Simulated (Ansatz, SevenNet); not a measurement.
## Elastic constant C11 of hcp Co: levels of theory against measurement

Reference value: 306 GPa (measured, temperature not stated, not corrected to a static lattice; as tabulated in Steinle-Neumann et al. (1999), arXiv:cond-mat/9904431).

Problem. Put these levels in order of the elastic constant C11 that they give for hcp Co, smallest first: LDA (Ansatz, a program for electronic structure), PBE (Ansatz), PBEsol (Ansatz), SevenNet-0 (SevenNet).

Solution. SevenNet-0 (154 GPa), PBE (352 GPa), PBEsol (421 GPa), LDA (462 GPa)

Unless a cell is named, each level is at its own relaxed cell (SevenNet-0 10.78, LDA 10.01, PBE 10.86, PBEsol 10.37 Å³/atom).

Differences against the reference: SevenNet-0 -50 %, LDA +51 %, PBE +15.0 %, PBEsol +38 %.

The reference has no zero-point or thermal correction, while the calculations are for a static lattice, so the differences are not the levels' errors alone. A static lattice is as a rule stiffer than a warm one, by over a tenth in soft solids. Spin-polarised runs: PBE (parallel moments), PBEsol (parallel moments), LDA (parallel moments). Each level is taken at its own relaxed cell. Ansatz's density-functional and Hartree–Fock values are scalar-relativistic unless marked +SOC, with PAW data made under PBE.

Machine-learned potentials (SevenNet-0) are trained on DFT data, which may include these solids.

Differences are worked out from the printed values.
